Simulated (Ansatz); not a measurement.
# AlHF radical (SMILES [F][AlH]): a rigid scan of the bond length Al2–H3

Aim: the energy along the bond length Al2–H3, from CCSD(T) and from cheaper methods, relative to the minimum. All other internal coordinates keep their values.

Program: Ansatz 0.2.0, Gaussian basis. Level of theory: single points in def2-TZVPP. These are calculated values, not measurements.

Levels: PBE-D4, r2SCAN-D4, PBE0-D4, B3LYP-D4, wB97M-V, Hartree-Fock, MP2, CCSD, CCSD(T). The scan takes 1.415, 1.471, 1.552, 1.648, 1.754, 1.868, 1.990, 2.117, 2.250 Å.

Correlated methods freeze the cores. Orbitals are unrestricted. B3LYP uses VWN-RPA correlation.

## 1. The system as given

The minimum, relaxed at PBE0-D4: SMILES `[F][AlH]`, 3 atoms, charge 0, spin multiplicity 2.

Atoms are counted from 1 here; the program's logs count them from 0.

Bond lengths: F1–Al2 1.656 Å, Al2–H3 1.607 Å. Angles: F1–Al2–H3 115.5°.

As a file:

```xyz
3
charge 0, multiplicity 2
F     0.90707    0.89323    0.58564
Al   -0.43254    0.31798   -0.19954
H    -0.48543   -1.27611   -0.39930
```

Energies of the minimum (eV), from earlier single points: PBE-D4 -9325.69781, r2SCAN-D4 -9330.18880, PBE0-D4 -9326.27983, B3LYP-D4 -9332.78510, wB97M-V -9330.76074, CCSD(T) -9316.03472.

At the minimum the bond length Al2–H3 is 1.607 Å.

## 2. Al2–H3 = 1.415 Å

The input, ccsdt-tzvpp/in.yaml:

```yaml
crystal:
  periodic: [false, false, false]
  atoms:
    - {symbol: F, position_ang: [0.907071, 0.893230, 0.585636]}
    - {symbol: Al, position_ang: [-0.432539, 0.317983, -0.199538]}
    - {symbol: H, position_ang: [-0.479099, -1.085276, -0.375384]}
basis:
  gaussian: {orbitals: def2-TZVPP}
magnetization: {spin_polarized: true, initial_magnetization: 1}
correlation: {method: ccsd_t}
scf: {omitted_lower_state_checks: [cluster_reference]}
```

No record of the launch command was kept for these runs.

Further steps of the session: Al2–H3 = 1.471 Å; Al2–H3 = 1.552 Å; Al2–H3 = 1.648 Å; Al2–H3 = 1.754 Å; Al2–H3 = 1.868 Å; Al2–H3 = 1.990 Å; Al2–H3 = 2.117 Å; Al2–H3 = 2.250 Å.

Q: Predict the outcome of this session. Wanted: highest point, CCSD(T); lowest point, CCSD(T); minimum along the scan, CCSD(T); RMS deviation from CCSD(T); largest T1 diagnostic.

**Answer**, as computed:

| quantity | value |
| --- | --- |
| highest point, CCSD(T) | 0.996 eV at 2.250 Å |
| lowest point, CCSD(T) | 0.000 eV at 1.607 Å |
| minimum along the scan, CCSD(T) | 1.599 Å |
| curvature there | 11.9 eV/Å² |
| RMS deviation from CCSD(T) | PBE-D4 0.082, r2SCAN-D4 0.020, PBE0-D4 0.026, B3LYP-D4 0.048, wB97M-V 0.027, Hartree-Fock 0.052, MP2 0.087, CCSD 0.009 eV |
| largest T1 diagnostic | 0.030 |

A polynomial through the near points puts the CCSD(T) minimum 0.008 Å below the PBE0-D4 value. The third derivative is negative, the usual anharmonicity of a bond. Curvature against CCSD(T): PBE-D4 -12 %, Hartree-Fock +11 %. The curve of CCSD lies nearest to CCSD(T), that of MP2 farthest. The unrestricted reference is spin-contaminated, which hurts MP2 most.
